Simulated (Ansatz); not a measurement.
# Ag, fcc: how the functional moves the structure

All rows: Ansatz, plane waves with scalar-relativistic PAW, 420 eV (500 eV for the SCAN forms), relaxed under each functional, no dispersion correction, no zero-point motion. B₀ comes from uniform scaling at fixed shape; a dash is a value not given.

The measured cell (COD entry 9008459) has a = 4.086 Å, 17.06 Å³/atom.

| functional | V (Å³/atom) | cell | B₀ (GPa) | magnetic state |
| --- | --- | --- | --- | --- |
| PBE | 17.83 | a = 4.147 Å | 90 | spin not included |
| r²SCAN | 17.28 | a = 4.104 Å | 104 | spin not included |
| PBEsol | 16.64 | a = 4.052 Å | 119 | spin not included |
| LDA | 15.99 | a = 3.999 Å | 139 | spin not included |
| revPBE | 18.43 | a = 4.193 Å | 78 | spin not included |
| BLYP | 19.30 | a = 4.258 Å | 68 | spin not included |

Problem. What does RPBE give?

Solution. V (Å³/atom): 18.69; cell: a = 4.212 Å; B₀ (GPa): 73; magnetic state: spin not included.

Problem. Which functional comes closest to the measured volume?

Solution. r²SCAN, off by 1.3 %. The measured value holds thermal expansion and zero-point motion, which the calculations lack.
